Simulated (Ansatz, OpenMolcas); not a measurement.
## A ladder of methods for CF3 (trifluoromethyl radical)

The species is CF3 (4 atoms), meant as a doublet with charge 0. SMILES: `F[C](F)F`. The coordinates come from a PBE0-D4/def2-TZVP relaxation.

```xyz
4

F    -1.2275    0.0249    0.2654
C    -0.0395   -0.0595   -0.2867
F     0.6589   -1.0449    0.2273
F     0.6081    1.0795   -0.2059
```

Quantity: the vertical ionisation energy (to the singlet cation), in eV. The values are calculated.

| level | kind | program | value (eV) |
| --- | --- | --- | --- |
| UHF/def2-SVPD | Hartree–Fock | Ansatz | 11.67 |
| U-revPBE/def2-SVPD | GGA | OpenMolcas | 10.68 |
| UB3LYP/def2-SVPD | global hybrid | OpenMolcas | 11.25 |
| U-wB97M-V/def2-SVPD | range-separated hybrid | Ansatz | 11.03 |
| UB2PLYP/def2-SVPD | double hybrid | Ansatz | 11.10 |
| RPA@PBE/def2-SVPD | RPA | Ansatz | 10.93 |
| RPA@PBE0/def2-SVPD | RPA | Ansatz | 11.08 |
| UCCSD/def2-SVPD | coupled cluster or CI | Ansatz | 11.15 |

The values span 10.68 to 11.67 eV.
